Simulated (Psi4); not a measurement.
**SiPH4 (SMILES [SiH2]P) at UDSD-PBEP86/def2-SVPD (density fitting for correlation)**

What is the energy change on altering one bond length of SiPH4 at UDSD-PBEP86/def2-SVPD (density fitting for correlation)? 

The calculation is run with Psi4 1.11.

### 1 The molecule

The species is SiPH4 (6 atoms), meant as a doublet with charge 0. As SMILES, `[SiH2]P`. The coordinates come from a GFN2-xTB relaxation. This is one conformer, not always the lowest.

Bond lengths: Si1–P2 2.220 Å, Si1–H3 1.467 Å, Si1–H4 1.466 Å, P2–H5 1.384 Å, P2–H6 1.384 Å. Angles: Si1–P2–H5 96.4°, Si1–P2–H6 96.4°, P2–Si1–H3 109.7°, P2–Si1–H4 109.7°, H5–P2–H6 92.6°, H3–Si1–H4 109.1°.

### 2 The energy at UDSD-PBEP86/def2-SVPD (density fitting for correlation)

input.in reads:

```
memory 1600 MB

molecule {
  0 2
  Si     0.127020    -0.986120    -0.104660
  P     -0.338670     1.170000     0.142220
  H     -0.300620    -1.724700     1.087920
  H     -0.579260    -1.514310    -1.276300
  H      0.434680     1.617150    -0.915300
  H      0.656850     1.437980     1.066130
  symmetry c1
  no_reorient
  no_com
}

set {
  basis                def2-SVPD
  reference            uks
  puream               true
  e_convergence        1e-09
  d_convergence        1e-08
  scf_type             pk
  dft_radial_points    99
  dft_spherical_points 590
  num_frozen_docc      10
  maxiter              200
}

e, wfn = energy('dsd-pbep86', return_wfn=True)
```

Run with:

```
psi4 -i input.in -o input.out -n 1
```

input.out:

```text
[...]
  Running in c1 symmetry.
[...]
  Nuclear repulsion =   83.322954502856035
[...]
  Multiplicity = 2
[...]
  Nalpha       = 17
  Nbeta        = 16
[...]
    Number of basis functions: 80
[...]
   @UKS iter   1:  -632.24092057914118   -3.90337e-01   1.98649e-03 DIIS/ADIIS
[...]
   @UKS iter  13:  -632.27151967547013   -5.79803e-12   7.16478e-09 DIIS
[...]
   @S^2 Observed:                7.569768249E-01
[...]
    Orbital Energies [Eh]
    ---------------------
    Alpha Occupied:
       1A    -78.912966     2A    -67.837815     3A     -7.165485
       4A     -5.847404     5A     -5.153072     6A     -5.153000
       7A     -5.151413     8A     -4.046091     9A     -4.038504
      10A     -4.038234    11A     -0.803469    12A     -0.642786
      13A     -0.500186    14A     -0.444578    15A     -0.424988
      16A     -0.379214    17A     -0.277818
    Alpha Virtual:
      18A      0.058412    19A      0.068229    20A      0.088959
      21A      0.100319    22A      0.111840    23A      0.132331
      24A      0.158147    25A      0.165180    26A      0.181548
[...]
  @UKS Final Energy:  -632.27151967547013
   => Energetics <=
    Nuclear Repulsion Energy =             83.3229545028560352
    One-Electron Energy =               -1040.7716179356957582
    Two-Electron Energy =                 338.1221195589300237
    DFT Exchange-Correlation Energy =     -12.9449758015605454
    Empirical Dispersion Energy =           0.0000000000000000
    VV10 Nonlocal Energy =                  0.0000000000000000
    Total Energy =                       -632.2715196754702447
[...]
 Multipole Moments:
 ------------------------------------------------------------------------------------
     Multipole            Electronic (a.u.)      Nuclear  (a.u.)        Total (a.u.)
 ------------------------------------------------------------------------------------
 L = 1.  Multiply by 2.5417464519 to convert [e a0] to [Debye]
 Dipole X            :          6.0939279           -5.8394805            0.2544474
 Dipole Y            :         -6.7138980            6.7282565            0.0143585
 Dipole Z            :         -1.2188882            1.1914912           -0.0273970
 Magnitude           :                                                    0.2563206
[...]
```

Run time: 16 s. Hardware: 1 thread of Intel Xeon 6975P-C (Granite Rapids), shared host; peak memory 1 GiB.

### 3 The distorted shape

run.py reads:

```python
import numpy as np
from ase.calculators.psi4 import Psi4
from ase import Atoms

atoms = Atoms(['Si', 'P', 'H', 'H', 'H', 'H'], positions=[
    [0.196884, -1.309585, -0.141697],
    [-0.338670, 1.170000, 0.142220],
    [-0.230756, -2.048165, 1.050883],
    [-0.509396, -1.837775, -1.313337],
    [0.434680, 1.617150, -0.915300],
    [0.656850, 1.437980, 1.066130],
])
calc = Psi4(atoms=atoms, method='dsd-pbep86', basis='def2-SVPD', memory='1600MB', num_threads=1, charge=0, multiplicity=2, label='calc', reference='uks')
calc.psi4.set_options({'puream': True, 'e_convergence': 1e-09, 'd_convergence': 1e-08, 'scf_type': 'pk', 'dft_radial_points': 99, 'dft_spherical_points': 590, 'num_frozen_docc': 10, 'maxiter': 200})
atoms.calc = calc

print(f'energy: {atoms.get_potential_energy():.6f} eV')
```

Run with:

```
python run.py
```

calc.dat:

```text
[...]
  Running in c1 symmetry.
[...]
  Nuclear repulsion =   75.761798663899327
[...]
  Multiplicity = 2
[...]
  Nalpha       = 17
  Nbeta        = 16
[...]
    Number of basis functions: 80
[...]
   @UKS iter   1:  -632.23221795627126   -6.22739e-01   1.88951e-03 ADIIS/DIIS
[...]
   @UKS iter  14:  -632.25885279293436   -2.67164e-11   8.34974e-09 DIIS
[...]
   @S^2 Observed:                7.578293049E-01
[...]
    Orbital Energies [Eh]
    ---------------------
    Alpha Occupied:
       1A    -78.920717     2A    -67.855630     3A     -7.169009
       4A     -5.861282     5A     -5.157069     6A     -5.156381
       7A     -5.154610     8A     -4.059926     9A     -4.052041
      10A     -4.052000    11A     -0.777714    12A     -0.648658
      13A     -0.487583    14A     -0.453359    15A     -0.402215
      16A     -0.362613    17A     -0.284879
    Alpha Virtual:
      18A      0.035036    19A      0.061342    20A      0.096297
      21A      0.097448    22A      0.112394    23A      0.124322
      24A      0.153880    25A      0.162906    26A      0.173480
[...]
  @UKS Final Energy:  -632.25885279293436
   => Energetics <=
    Nuclear Repulsion Energy =             75.7617986638993273
    One-Electron Energy =               -1025.5682941602340179
    Two-Electron Energy =                 330.4725515246685177
    DFT Exchange-Correlation Energy =     -12.9249088212681951
    Empirical Dispersion Energy =           0.0000000000000000
    VV10 Nonlocal Energy =                  0.0000000000000000
    Total Energy =                       -632.2588527929344764
[...]
 Multipole Moments:
 ------------------------------------------------------------------------------------
     Multipole            Electronic (a.u.)      Nuclear  (a.u.)        Total (a.u.)
 ------------------------------------------------------------------------------------
 L = 1.  Multiply by 2.5417464519 to convert [e a0] to [Debye]
 Dipole X            :         -0.5843537            0.8548186            0.2704649
 Dipole Y            :          1.6685019           -1.8279239           -0.1594220
 Dipole Z            :          0.2086753           -0.2534522           -0.0447769
 Magnitude           :                                                    0.3171302
[...]
```

Standard output:

```text
energy: -17207.953502 eV
```

It took 18 s on 1 thread of Intel Xeon 6975P-C (Granite Rapids), shared host; peak memory 1 GiB.

### 4 Summary of results

At UDSD-PBEP86/def2-SVPD (density fitting for correlation), 10 core orbitals frozen:

| quantity | value |
| --- | --- |
| first shape: total energy | -632.39337 Eh |
| first shape: HOMO energy (SCF part's orbitals) (highest over α and β) | -7.56 eV |
| first shape: LUMO energy (SCF part's orbitals) (lowest over α and β) | -0.39 eV |
| first shape: ⟨S²⟩ | 0.757 |
| distorted shape: total energy | -632.38063 Eh |
| distorted shape: HOMO energy (SCF part's orbitals) (highest over α and β) | -7.75 eV |
| distorted shape: LUMO energy (SCF part's orbitals) (lowest over α and β) | -0.64 eV |
| distorted shape: ⟨S²⟩ | 0.758 |
| energy change with the Si1–P2 bond stretched from 2.220 to 2.553 Å | 0.346 eV |

**Reading.** With the Si1–P2 bond stretched from 2.220 to 2.553 Å the energy rises by 0.35 eV (8.0 kcal/mol). The first shape isn't relaxed at this level, so the change isn't measured from a minimum.
